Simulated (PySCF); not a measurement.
## Dipole moment and polarisability across levels of theory

C4H12Si.
InChI=1S/C4H12Si/c1-5(2,3)4/h1-4H3

PySCF, dipoles from the SCF density, polarisabilities from static response with core orbitals frozen. Geometry: PBE0-D3(BJ)/def2-SVP; no solvent, vibrations or thermal averaging.

Question: Compare the levels for these properties.

Answer: 

```
              level  α (Å³)  anisotropy (Å³)
      LDA/def2-SVPD   12.11             0.01
      PBE/def2-SVPD   11.90             0.01
    B3LYP/def2-SVPD   11.54             0.01
     PBE0/def2-SVPD   11.44             0.01
BHandHLYP/def2-SVPD   11.10             0.01
CAM-B3LYP/def2-SVPD   11.35             0.01
  wB97X-D/def2-SVPD   11.33             0.01
  LC-wPBE/def2-SVPD   11.04             0.00
       HF/def2-SVPD   10.65             0.00
        PBE0/6-31G*    9.39             0.00
       PBE0/6-31+G*   10.74             0.01
      PBE0/def2-SVP    9.99             0.00
   PBE0/aug-cc-pVDZ   11.75             0.01
     PBE0/def2-TZVP   11.19             0.00
    PBE0/def2-TZVPD   11.66             0.01
```

The anisotropy is √(½[(α1 − α2)² + (α2 − α3)² + (α3 − α1)²]). No reference polarisability is at hand; against PBE0 in the largest diffuse basis at hand (def2-TZVPD) the other PBE0 rows deviate by 6-31G* -20%, 6-31+G* -8%, def2-SVP -14%, def2-SVPD -2%, aug-cc-pVDZ +1%, def2-TZVP -4%. The dipole stays under 0.05 D at every level. In one basis (def2-SVPD) the functionals order the polarisability from HF (lowest) to LDA (highest), a spread of 14%. With PBE0 the polarisability is 10.19 Å³ without diffuse functions (mean of 6-31G*, def2-SVP and def2-TZVP) and 11.40 Å³ with them (mean of 6-31+G*, def2-SVPD, aug-cc-pVDZ and def2-TZVPD).
